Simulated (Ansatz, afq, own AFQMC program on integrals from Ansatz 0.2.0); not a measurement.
**BH₃ + CH2, triplet in cc-pVDZ along one coordinate**

```xyz
7

B    -1.3349    0.0000    0.0000
H    -1.9316    1.0336    0.0000
H    -1.9316   -1.0336    0.0000
H    -0.1414    0.0000    0.0000
C     1.2571    0.0000    0.0000
H     1.6716    0.0000    0.9962
H     1.6716    0.0000   -0.9962
```

A hydrogen atom is moved from one rigid fragment to the other; the B1–H4 distance tells how far. The two fragments are held close together, so this isn't a minimum-energy path and the start is a compressed complex. Energies in kJ/mol count from this geometry (1.194 Å) at the same level; the start stands on UHF, each point on the determinant named.

Basis cc-pVDZ. Noble-gas cores (and the filled d shells of Ga–Kr and In–Xe) are frozen. AFQMC by an in-house program on the Cholesky factors that Ansatz 0.2.0 writes for its CCSD(T) run. ph-AFQMC/CISD is guided by a CISD state made of CCSD amplitudes; releasing the constraint for a short imaginary time cuts its bias at the price of noise, slowly where states lie close. ± is one standard error of the sampling.

Cautions, each for one point or more: lower spins were not checked; the ph-AFQMC/CISD walk drifts between its halves.

```json
{"r(B1–H4) / Å": "1.282", "det.": "UHF", "T1": "0.012", "weight": "0.89", "⟨S²⟩": "2.03", "HF": "3.0", "MP2": "-4.4", "CCSD(T)": "-4.9"}
{"r(B1–H4) / Å": "1.326", "det.": "UHF", "T1": "0.012", "weight": "0.89", "⟨S²⟩": "2.03", "HF": "4.3", "MP2": "-5.7", "CCSD(T)": "-6.2"}
{"r(B1–H4) / Å": "1.370", "det.": "UHF", "T1": "0.011", "weight": "0.89", "⟨S²⟩": "2.03", "HF": "4.6", "MP2": "-7.1", "CCSD(T)": "-7.2"}
{"r(B1–H4) / Å": "1.414", "det.": "UHF", "T1": "0.011", "weight": "0.89", "⟨S²⟩": "2.03", "HF": "4.0", "MP2": "-8.2", "CCSD(T)": "-7.7"}
{"r(B1–H4) / Å": "1.502", "det.": "UHF", "T1": "0.011", "weight": "0.89", "⟨S²⟩": "2.03", "HF": "4.6", "MP2": "-5.6", "CCSD(T)": "-3.6"}
```

Task: Estimate the curve of CCSDT(Q), counted from the same start.

Result: 
| r(B1–H4) / Å | det. | T1 | weight | ⟨S²⟩ | CCSDT(Q) | ph-AFQMC/CISD | released AFQMC |
| --- | --- | --- | --- | --- | --- | --- | --- |
| 1.282 | UHF | 0.012 | 0.89 | 2.03 | -5.0 | -5.5 ± 0.4 | -5.3 ± 0.4 |
| 1.326 | UHF | 0.012 | 0.89 | 2.03 | -6.3 | -6.6 ± 0.4 | -6.6 ± 0.3 |
| 1.370 | UHF | 0.011 | 0.89 | 2.03 | -7.4 | -7.4 ± 0.4 | -7.7 ± 0.4 |
| 1.414 | UHF | 0.011 | 0.89 | 2.03 | -7.9 | -8.3 ± 0.4 | -8.0 ± 0.5 |
| 1.502 | UHF | 0.011 | 0.89 | 2.03 | -3.6 | -4.0 ± 0.4 | -4.2 ± 0.5 |

Weight is that of the determinant in the CISD state; at the start T1 is 0.012 and the weight 0.89, and ⟨S²⟩ is 2.03. Largest departures from CCSDT(Q), at the points where its series has closed: CCSD(T) 0.2 kJ/mol at 1.370 (on UHF), ph-AFQMC/CISD -0.4 kJ/mol at 1.282 (on UHF) (within the noise), released AFQMC -0.6 kJ/mol at 1.502 (on UHF) (within the noise), HF 12.0 kJ/mol at 1.370 (on UHF), MP2 -2.0 kJ/mol at 1.502 (on UHF).

CCSDT and higher add their correlation energy to the determinant of the CCSD(T) run, since their own runs factorise the integrals more tightly (a shift of under 2 meV). A walk keeps the symmetry of its determinant, which the program's search chose and which needn't be the lowest solution, so a lower state of the same spin and another symmetry isn't excluded. Released energies are given only where the last usable release times agree within the noise; a slower fall can still hide under it.
